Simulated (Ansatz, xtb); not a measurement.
C4H6S2: which of two isomers lies lower

We compare I, `S/C=C\C=C/S`, a singlet, with II, `S/C=C/C=C/S`, a singlet. Both are isolated molecules in the gas phase, relaxed with B3LYP/def2-SVP; the shapes shown needn't be the lowest conformers.

I (Å):

```xyz
12

C    -0.2622   -1.3472   -1.7825
C    -0.0314   -0.5301   -0.7279
C    -0.9268   -0.2525    0.3769
C    -0.6250    0.3791    1.5358
S    -1.6351   -2.3982   -2.1193
S     0.9234    0.9723    2.1301
H    -2.2111   -2.3646   -0.8963
H     0.4783   -1.4093   -2.5855
H     0.9257    0.0022   -0.7431
H    -1.9750   -0.5469    0.2584
H    -1.4211    0.5858    2.2570
H     1.7265    0.3465    1.2402
```

II (Å):

```yaml
atoms:
  - { symbol: C, position_ang: [-0.3959, -1.2884, -1.8005] }
  - { symbol: C, position_ang: [-0.8513, -0.7912, -0.6299] }
  - { symbol: C, position_ang: [0.0112, -0.3183, 0.4363] }
  - { symbol: C, position_ang: [-0.4434, 0.1790, 1.6071] }
  - { symbol: S, position_ang: [-1.3257, -1.8917, -3.1673] }
  - { symbol: S, position_ang: [0.4876, 0.7823, 2.9730] }
  - { symbol: H, position_ang: [-2.5577, -1.6861, -2.6446] }
  - { symbol: H, position_ang: [0.6809, -1.3535, -1.9917] }
  - { symbol: H, position_ang: [-1.9325, -0.7324, -0.4540] }
  - { symbol: H, position_ang: [1.0924, -0.3772, 0.2601] }
  - { symbol: H, position_ang: [-1.5201, 0.2446, 1.7990] }
  - { symbol: H, position_ang: [1.7192, 0.5762, 2.4493] }
```

Task: Estimate E(II) − E(I) at the level CCSD(T)/def2-SVP + ΔMP2/def2-TZVPP.

Result: CCSD(T)/def2-SVP + ΔMP2/def2-TZVPP gives E(II) − E(I) = −0.62 kcal/mol, slightly favouring structure II, which is too small a margin to settle the true order.

How the difference moves with the method:

```tsv
level	geometry	E(II) − E(I) (kcal/mol)	departure from the last row (kcal/mol)	job, with rough time for the two
GFN2-xTB	GFN2-xTB	−3.33	−2.71	optimisation, 0.15 s
HF/STO-3G	GFN2-xTB	−4.55	−3.93	single point, 0.42 s
r2SCAN-D4/def2-SVP	GFN2-xTB	−0.76	−0.14	single point, 5.6 s
B3LYP/def2-SVP	B3LYP/def2-SVP	−1.60	−0.98	optimisation, 58 s
HF/def2-SVP	B3LYP/def2-SVP	−2.45	−1.83	part of the CCSD(T) run
MP2/def2-SVP	B3LYP/def2-SVP	−0.87	−0.25	part of the CCSD(T) run
CCSD(T)/def2-SVP	B3LYP/def2-SVP	−1.06	−0.44	single point
CCSD(T)/def2-SVP + ΔMP2/def2-TZVPP	B3LYP/def2-SVP	−0.62		single point, 66 s
```

As drawn, both hold the same kinds of bond in the same numbers.

The largest departure from CCSD(T)/def2-SVP + ΔMP2/def2-TZVPP is that of HF/STO-3G, 3.93 kcal/mol. The last row adds to CCSD(T) the change of the MP2 difference between the two basis sets, here +0.44 kcal/mol.

With thermal terms from frequencies at re-optimised GFN2-xTB minima (ideal gas, soft modes damped towards free rotors, one conformer each, 298.15 K, 1 atm): the zero-point term adds +0.09 kcal/mol; ΔH is −0.51 and ΔG −0.05 kcal/mol.

The correlated steps freeze 14 core orbitals. Codes used: Ansatz 0.2.0, xtb 6.7.1; the last row on 2 threads of Arm Neoverse V2 on a shared host.
